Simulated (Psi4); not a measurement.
Noncovalent pair: H2S (SMILES S) (first 3 atoms) with H2S (SMILES S); geometry from NCB31 set.
(charge 0, multiplicity 1):
```xyz
6

S     -2.031     0.103    -0.001
H     -1.934    -0.818     0.970
H     -1.940    -0.837    -0.954
S      2.080    -0.085     0.000
H      2.339     1.231    -0.002
H      0.754     0.134    -0.004
```

Method: SAPT0/jun-cc-pV(D+d)Z (Psi4).

**Question.** Which attractive term is largest, and how does the interaction split up?

**Answer.** electrostatics -113.6, exchange 151.3, induction -36.8, dispersion -47.7, total -46.8 meV; the largest attraction is electrostatics.
